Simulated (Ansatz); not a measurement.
We consider corundum (α-Al2O3), described by rVV10 (Ansatz, an electronic-structure program, PAW).

Numerical settings: plane-wave cutoff 520 eV, 8×8×8 k mesh, Fermi–Dirac smearing 0.01 eV, scalar-relativistic PAW data made under PBE.

Energies at three volumes about the minimum:

| V (Å³/atom) | E − E_lowest (meV/atom) |
|---|---|
| 8.633 | 2.60 |
| 8.809 | 0.00 |
| 8.986 | 2.45 |

Fit a parabola by hand: where is the minimum, and what is the bulk modulus?

Slopes: (0.00 − 2.60)/(8.809 − 8.633) = -14.773 and (2.45 − 0.00)/(8.986 − 8.809) = 13.842 meV/Å³. Curvature E″ = 2 × (13.842 − (-14.773))/(8.986 − 8.633) = 162.125 meV/Å⁶. From the middle of the first interval, the slope vanishes at V0 = 8.7210 − (-14.773)/162.125 = 8.812 Å³/atom. B = V0 E″ = 8.812 × 162.125 meV/Å³ × 0.1602 GPa per meV/Å³ = 229 GPa. The full Birch–Murnaghan fit to all volumes gives V0 = 8.809 Å³/atom and B0 = 229 GPa.

Shape and atoms are relaxed at each volume.

Measured, for comparison: bulk modulus 254 GPa (298 K, copied from a table, unchecked, no zero-point or thermal correction, with K' = 4.34, our sources range from 239 to 254; as tabulated in BurnMan's mineral tables). Computed (rounded) less measured: bulk modulus not scored (unchecked).

Note: the bulk modulus comes from volumes at which shape and atoms were relaxed.
